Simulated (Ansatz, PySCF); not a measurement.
Process, species as SMILES: CC(F)(F)F [1,1,1-trifluoroethane] -> [CH3] (CH3) + F[C](F)F (the C-C bond breaks)

Wanted: bond dissociation energy (electronic), in kcal/mol. Conventions: non-relativistic; spin-orbit terms left out; valence correlation only; open shells spin-unrestricted; no dispersion term unless named. CBS(X,Y): correlation extrapolated as X^-3; Hartree-Fock from the larger set. [CCSD(T)-MP2]/basis is that difference in the basis named. First-principles rows: single points at B3LYP-D3(BJ) geometries (Ansatz, an electronic-structure program).

```json
[
 {"species": "CC(F)(F)F", "coefficient": "-1", "E at BP86/def2-SVP (PySCF), Eh": "-377.27281", "E at wB97X-V/def2-TZVPD (Ansatz), Eh": "-377.61439"},
 {"species": "[CH3] (CH3)", "coefficient": "+1", "E at BP86/def2-SVP (PySCF), Eh": "-39.80216", "E at wB97X-V/def2-TZVPD (Ansatz), Eh": "-39.83594"},
 {"species": "F[C](F)F", "coefficient": "+1", "E at BP86/def2-SVP (PySCF), Eh": "-337.30390", "E at wB97X-V/def2-TZVPD (Ansatz), Eh": "-337.60646"}
]
```

Coupled cluster (Ansatz) is a level with limits of its own, used here on species with T1 under 0.025 (0.045 for open shells) and stable references: RI-MP2/CBS(aug-cc-pVTZ,aug-cc-pVQZ)+[CCSD(T)-MP2]/aug-cc-pVTZ. Value to compare with, RI-MP2/CBS(aug-cc-pVTZ,aug-cc-pVQZ)+[CCSD(T)-MP2]/aug-cc-pVTZ (Ansatz): 108.6 kcal/mol. 1 Eh = 627.5095 kcal/mol.

Task: Work the quantity out at each level, and compare with RI-MP2/CBS(aug-cc-pVTZ,aug-cc-pVQZ)+[CCSD(T)-MP2]/aug-cc-pVTZ (Ansatz).

Result: 
- BP86/def2-SVP: the sum of coefficient times E is 0.16675 Eh, or 104.64 kcal/mol. Result: 104.6 kcal/mol. Its difference against RI-MP2/CBS(aug-cc-pVTZ,aug-cc-pVQZ)+[CCSD(T)-MP2]/aug-cc-pVTZ (Ansatz) is -4.0 kcal/mol.
- wB97X-V/def2-TZVPD: the sum of coefficient times E is 0.17199 Eh, or 107.93 kcal/mol. Result: 107.9 kcal/mol. Its difference against RI-MP2/CBS(aug-cc-pVTZ,aug-cc-pVQZ)+[CCSD(T)-MP2]/aug-cc-pVTZ (Ansatz) is -0.7 kcal/mol.
